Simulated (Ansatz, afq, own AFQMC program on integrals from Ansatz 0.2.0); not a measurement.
Two steps: Ansatz 0.2.0 writes the Fock matrix and Cholesky factors of the valence space, and afq projects on them the lowest state that overlaps trial and start.

```yaml
crystal:
  periodic: [false, false, false]
  atoms:
    - {symbol: Ni, position_ang: [0.000000, 0.000000, 0.000000]}
basis:
  gaussian: {orbitals: def2-TZVPP}
total_charge: 1
magnetization: {spin_polarized: true, initial_magnetization: 3}
correlation: {method: ccsd_t, electrons: outside_noble_gas, hamiltonian_folder: ham}
```

```sh
$ ansatz run in.yaml --threads 1 --pin off --events-out ev --progress --plain --max-ram 16896MiB --backend cuda --devices 0, --max-vram 18GiB
```

afq runs on the folder ham with

```
--method phaseless --trial cisd --walkers 3200 --populations 20 --least-time 60 --time-step 0.005 --steps-per-block 50 --equilibration-blocks 40 --max-blocks 4000 --target-error 0.00018 --factor-cut 1e-05 --start spin_pure --seed 4396 --release-times 0.24,0.51,0.99,1.62,2.4 --release-step 0.03 --release-every 3 --taylor-order 6
```

Times are imaginary, in 1/Eh. The walk had a cap of 242 s. With eight or more populations the least sampling time is a fifth of least-time, and the error comes from their spread.

Output of the walk:

```
orbitals 55  electrons 6 3  factors 428 of 448
reference energy -1506.59006222 Eh
CCSD correlation -0.26318089 Eh in 9 cycles, weight of the determinant in the CISD state 0.9604
energy of the start -1506.853244 Eh
 block  time / (1/Eh)  mean weight  energy / Eh
     1     0.250  0.9998  -1506.855394
     2     0.500  0.9999  -1506.857764
     3     0.750  0.9999  -1506.858388
     4     1.000  0.9996  -1506.858581
     5     1.250  1.0001  -1506.859441
    10     2.500  1.0005  -1506.858686
    19     4.750  0.9993  -1506.859375
    29     7.250  1.0000  -1506.859341
    39     9.750  1.0002  -1506.859279
    49    12.250  1.0002  -1506.859245
    59    14.750  0.9998  -1506.858313
    69    17.250  1.0005  -1506.859479
    71    17.750  1.0002  -1506.859910
    79    19.750  0.9993  -1506.858427
    89    22.250  0.9996  -1506.859675
error from the spread of 20 populations
released: time / (1/Eh)  energy / Eh  error  mean overlap
  0.24  -1506.859179  0.000088  1.0017
  0.51  -1506.859336  0.000079  1.0016
  0.99  -1506.859246  0.000093  0.9973
  1.62  -1506.859251  0.000105  0.9898
  2.40  -1506.859274  0.000129  0.9791
energy -1506.859272 +/- 0.000052 Eh
(rows thinned)
```

The run passed its tests (sampling time, drift between the halves within three errors, error under three times the target), which doesn't prove that it has relaxed.

Against this walk (error 1.4 meV) on the same determinant: CCSD(T) 8.1 meV lower, CCSDT(Q) 4.9 meV lower. The error is statistical and leaves out the bias of the constraint. Released to 2.40 1/Eh the energy moves by 0 ± 4 meV (both errors), within twice the noise.

Cautions: constraint bias not in the error; no relativity below Rb; outer-core shells of the metal frozen; another spin lies lower.

The walk took 95 s on 1 × NVIDIA H100 80GB HBM3 with 2 threads of AMD EPYC 7R13 Processor (Zen 3), on a shared host (the card was shared). The log's last line is the phaseless energy.

CCSDT and higher add their correlation energy to the determinant of the CCSD(T) run, since their own runs factorise the integrals more tightly (a shift of under 2 meV).
